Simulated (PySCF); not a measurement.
**NO⁺: frontier orbitals**

BHandHLYP at R = 1.071 Å; PySCF, no relativity, basis sets N 6-31G(d,p), O 6-31G(d,p). State: ¹Σ⁺ (singlet), closed shell. Only the outer orbitals are listed, counted within each symmetry.

```csv
orbital,occ.,ε (eV),on N (%),main shells (%)
3σ,2,-52.68,35,"53 O s, 22 N s, 12 O p"
4σ,2,-32.75,29,"39 O s, 32 O p, 29 N s"
1π,2,-28.79,36,"62 O p, 35 N p"
1π,2,-28.79,36,"62 O p, 35 N p"
5σ,2,-27.56,78,"40 N p, 38 N s, 20 O p"
2π,0,-11.70,65,"64 N p, 35 O p"
2π,0,-11.70,65,"64 N p, 35 O p"
```

Which are the highest filled and the lowest empty level, where do they sit, and how wide is the gap?

Highest filled 5σ at -27.56 eV (in %: 40 N p, 38 N s, 20 O p); lowest empty 2π at -11.70 eV (in %: 64 N p, 35 O p); the gap at BHandHLYP is 15.86 eV.

* bond order (Mayer): 2.64
* ⟨S²⟩: 0.000
* charge on N (Mulliken, basis-dependent): 0.72
* charge on N (Löwdin, basis-dependent): 0.57
* dipole moment (positive dipole points towards O; it is taken about the centre of mass and depends on that origin): -0.55 D
